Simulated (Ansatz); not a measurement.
This geometry of H + H4Si (6 atoms, charge 0, multiplicity 2) is a first-order saddle point.

These are results of UKS BHLYP-D4/def2-SVP in Ansatz 0.2.0, not measurements.

```xyz
6
Properties=species:S:1:pos:R:3
Si 0.000 0.000 0.000
H -0.001 0.000 1.588
H 1.402 0.000 -0.476
H -0.701 1.214 -0.477
H -0.701 -1.214 -0.477
H 0.001 0.000 2.763
```

Which two structures does it join? (They come from a converged band through this point; their orientation in space is the band's.)

Bonds broken: Si1–H2. Bonds formed: H2–H6. H + H4Si becomes H2 + H3Si.

Initial state:

```xyz
6
Properties=species:S:1:pos:R:3
Si 0.000 0.000 -0.192
H 0.000 0.000 1.289
H 1.395 0.000 -0.688
H -0.697 1.208 -0.689
H -0.697 -1.208 -0.689
H 0.000 0.000 3.890
```

Final state:

```xyz
6
Properties=species:S:1:pos:R:3
Si 0.001 0.000 -0.569
H 0.000 0.000 2.897
H 1.412 0.000 -1.020
H -0.705 1.222 -1.019
H -0.705 -1.222 -1.019
H 0.000 0.000 3.651
```

How far does it lie above each of them?

3.0 kcal/mol above the first and 14.3 kcal/mol above the second. This is the barrier of this one path; another mechanism may lie lower.

Time of the run: 38 s on 1 thread of Intel(R) Xeon(R) Platinum 8488C (Sapphire Rapids), with other jobs on the host, peak memory 0.13 GiB.
